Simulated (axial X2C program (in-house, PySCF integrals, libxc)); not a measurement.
BP: properties at the nuclei

Calculated with an in-house all-electron X2C program for linear molecules (integrals from PySCF): two-component X2C with atomic mean-field Coulomb and Gaunt terms, Gaussian nuclei, basis P dyall-v3z, B dyall-v3z with contracted cores.

R = 1.740 Å (near the PBE0 minimum at charge 0 of the determinant lowest at the starting distance; the state shown can have its own minimum elsewhere).

Determinant lowest in the PBE0 search, Ω = 2 (⟨Sz⟩ = 1.00, ⟨Lz⟩ = 1.00 at PBE0), spin on the atoms P 0.39, B 0.61:

| level | Eeff magnitude (GV/cm) | Ws magnitude P (kHz) | Ws magnitude B (kHz) | A∥/gI P (MHz) | qzz P (a.u.) | A∥/gI B (MHz) | qzz B (a.u.) | μ (D) |
| --- | --- | --- | --- | --- | --- | --- | --- | --- |
| PBE0 | 0.0485 | 0.0079 | 0.00169 | 109 | -1.05 | 95.9 | -0.28 | 0.26 |
| HF | 0.0574 | 0.00934 | 0.00192 | 124 | -1.32 | 108 | -0.35 | 0.82 |
| BP86 | 0.0411 | 0.00649 | 0.00168 | 112 | -1.02 | 94.9 | -0.26 | 0.07 |
| BHandHLYP | 0.0521 | 0.00845 | 0.0018 | 108 | -1.03 | 101 | -0.31 | 0.41 |
| PBE | 0.0411 | 0.00654 | 0.00162 | 110 | -1.03 | 94.5 | -0.25 | 0.06 |

Eeff is the effective electric field on the electron electric dipole moment in this Ω state and Ws the scalar–pseudoscalar constant of the nucleus named (defined with the proton number Z and per Ω); A∥ (defined per Ω) follows by multiplying with gI = μI/(I μN); qzz is the electric field gradient, eQq0 = 234.96 MHz × Q/barn × qzz; μ is positive if the B end (last atom) is positive. The operators were transformed with the bare-nucleus X2C matrices; with these basis sets, hyperfine constants and field gradients can be off by tens of per cent, and where levels differ in sign neither size nor sign is settled.

Q: With gI(31P) = 2.2632, gI(11B) = 1.7924, Q(11B) = 0.04059 barn (g factors from the IAEA table of nuclear moments by Stone; Q from Pyykkö, Mol. Phys. 2018), turn the PBE0 values of the first state into constants in MHz.

A: A∥(31P) = 109 × 2.2632 = 247 MHz; A∥(11B) = 95.9 × 1.7924 = 172 MHz; eQq0(11B) = 234.96 × (0.04059) × (-0.28) = -2.67 MHz.

Each state is one determinant with collinear spin, which with several unpaired electrons need not be a pure state. Unrestricted Hartree–Fock can overshoot spin polarisation at the nuclei. With several open shells hyperfine constants can be off by a factor of several. Open-shell Ω = 0 determinants with evenly filled partner blocks cannot be reached by this program, so the Ω shown need not be the lowest component. At HF a later determinant lies lower. States lie within half an eV, so the first need not be the ground state. Further determinants of the search, some of them spin-mixed, are not shown.
